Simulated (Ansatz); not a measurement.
**C₂H₄B radical (SMILES [B]1CC1): functionals against CCSD(T) at one geometry**

The task here is to estimate one member of a computed series from the others.

Method: single points in def2-TZVPP; program: Ansatz 0.2.0, Gaussian basis.

Cores are frozen in the correlated methods. Orbitals are unrestricted.

### The starting structure

SMILES `[B]1CC1`, 7 atoms, charge 0, spin multiplicity 2.

Atoms are counted from 1 here; the program's logs count them from 0.

Bond lengths: B1–C2 1.368 Å, B1–C3 1.605 Å, C2–C3 1.606 Å, C2–H4 1.329 Å, C2–H5 1.066 Å, C3–H6 1.039 Å, C3–H7 1.195 Å. Angles: C2–B1–C3 64.8°, B1–C2–C3 64.7°, B1–C2–H4 115.5°, B1–C2–H5 146.7°, C3–C2–H4 110.7°, C3–C2–H5 116.0°, H4–C2–H5 95.8°, B1–C3–C2 50.4°, B1–C3–H6 126.8°, B1–C3–H7 123.2°, C2–C3–H6 112.3°, C2–C3–H7 123.4°, H6–C3–H7 108.0°.

Coordinates:

```xyz
7
C2H4B
B     1.3597   -0.1419   -0.0923
C     0.1540   -0.7652    0.0772
C     0.1015    0.8401    0.0722
H    -0.3969   -1.2565   -1.0280
H    -0.5096   -1.2528    0.7535
H    -0.2748    1.2250    0.9611
H    -0.3503    1.4816   -0.8294
```

Set-up of the first run:

Contents of run/in.yaml:

```yaml
crystal:
  periodic: [false, false, false]
  atoms:
    - {symbol: B, position_ang: [1.359700, -0.141900, -0.092300]}
    - {symbol: C, position_ang: [0.154000, -0.765200, 0.077200]}
    - {symbol: C, position_ang: [0.101500, 0.840100, 0.072200]}
    - {symbol: H, position_ang: [-0.396900, -1.256500, -1.028000]}
    - {symbol: H, position_ang: [-0.509600, -1.252800, 0.753500]}
    - {symbol: H, position_ang: [-0.274800, 1.225000, 0.961100]}
    - {symbol: H, position_ang: [-0.350300, 1.481600, -0.829400]}
basis:
  gaussian: {orbitals: def2-TZVPP}
magnetization: {spin_polarized: true, initial_magnetization: 1}
correlation: {method: ccsd_t}
scf: {omitted_lower_state_checks: [cluster_reference]}
output: {forces: true}
```

The command line of these runs was not kept.

Steps of the session up to this table: CCSD(T)/def2-TZVPP; PBE0-D4/def2-TZVPP; wB97M-V/def2-TZVPP; r2SCAN-D4/def2-TZVPP; PBE-D4/def2-TZVPP; SPW92/def2-TZVPP; B97M-V/def2-TZVPP.

One table of the session follows, with a row left open; its other results are not shown here.

```
   method  RMS force component (eV/Å)  angle to CCSD(T) forces (°)  dipole (D)
  CCSD(T)                       2.649                    reference        1.76
  PBE0-D4                       2.544                          5.0        1.81
  wB97M-V                       2.554                          3.9        1.83
r2SCAN-D4                       2.511                          4.0        1.80
   PBE-D4                       2.457                          4.5        1.92
    SPW92                       2.344                         10.0        2.06
   B97M-V                           ?                            ?           ?
```

Estimate the missing values for B97M-V.

**Answer.** RMS force component (eV/Å): 2.511; angle to CCSD(T) forces (°): 4.5; dipole (D): 1.84.
